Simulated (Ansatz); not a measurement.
We consider 1T (CdI2-type) SnSe2, described by HSE06-D3(BJ) (PAW; Ansatz, a quantum-chemistry and plane-wave program).

Settings: plane-wave cutoff 520 eV, 6×6×4 k mesh (along the axes of the cell as run), scalar-relativistic PAW data made under PBE.

Computed at the level's own relaxed cell.

```
SnSe2
1.0
    3.78396     0.00000     0.00000
   -1.89198     3.27701     0.00000
    0.00000     0.00000     5.96334
Sn Se
1 2
Direct
  0.00000   0.00000   0.00000
  0.33333   0.66667   0.26186
  0.66667   0.33333   0.73814
```

Problem. Give the elastic tensor (Voigt notation, GPa, ions relaxed, in the Cartesian axes of the cell as printed).

Solution. 
```
  121.2    32.9    18.1    -2.2     0.0     0.0
   32.9   121.2    18.1     2.2     0.0     0.0
   18.1    18.1    40.4     0.0     0.0     0.0
   -2.2     2.2     0.0    13.3     0.0     0.0
    0.0     0.0     0.0     0.0    13.3    -2.2
    0.0     0.0     0.0     0.0    -2.2    44.1
```

Note: the dispersion coefficients are held fixed in the derivatives.

The computed numbers hold no vibrational or temperature effects.
